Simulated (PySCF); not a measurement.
# Bonding in `CC(=S)CO`

C3H6OS.
Numbering: `[CH3:1][C:2](=[S:3])[CH2:4][OH:5]` (hydrogens: H6, H7, H8 on C1; H9, H10 on C4; H11 on O5)

Geometry (PBE0-D3(BJ)/def2-SVP, Å), atoms numbered from 1 in this order:
```
atom  x, y, z in Å
C1    -1.7512    0.0565   -0.2221
C2    -0.3849   -0.0497    0.3704
S3    -0.0723    0.1385    1.9575
C4     0.7325   -0.3252   -0.5964
O5     2.0003   -0.3089   -0.0661
H6    -1.8911   -0.6646   -1.0433
H7    -1.8747    1.0643   -0.6557
H8    -2.5288   -0.0831    0.5385
H9     0.6317    0.4095   -1.4244
H10    0.4902   -1.3091   -1.0591
H11    1.8858   -0.1889    0.8967
```

Bond orders from the PBE0/pcSseg-1 density (PySCF). One conformer (not necessarily the lowest) at the PBE0-D3(BJ)/def2-SVP geometry, without solvent, vibrations or thermal averaging.

(1) Where do the orders between heavy atoms depart from those drawn in the SMILES?

(2) Set the Mayer orders of the bonds beside their lengths.

Answers

(1) The largest departure is 0.123, at C2–S3 (drawn double, 1.877).

(2) 
| bond | drawn as | length (Å) | Mayer order |
| --- | --- | --- | --- |
| C1–C2 | single | 1.493 | 1.012 |
| C2–S3 | double | 1.628 | 1.877 |
| C2–C4 | single | 1.503 | 0.942 |
| C4–O5 | single | 1.374 | 1.044 |
| C1–H6 | single | 1.102 | 0.947 |
| C1–H7 | single | 1.104 | 0.932 |
| C1–H8 | single | 1.097 | 0.952 |
| C4–H9 | single | 1.111 | 0.920 |
| C4–H10 | single | 1.114 | 0.904 |
| O5–H11 | single | 0.977 | 0.907 |

Bonds between the same two heavy elements. C–C: lowest C2–C4 (0.942, 1.503 Å), highest C1–C2 (1.012, 1.493 Å).

Task: Sum the orders of all bonds at each heavy atom with more than one neighbour and set the sums beside the valence in the SMILES.

Result: C1 3.843 (drawn 4), C2 3.831 (drawn 4), C4 3.810 (drawn 4), O5 1.951 (drawn 2). Orders between atoms that aren't bonded are not in these sums.

Mayer orders depend on the basis set.
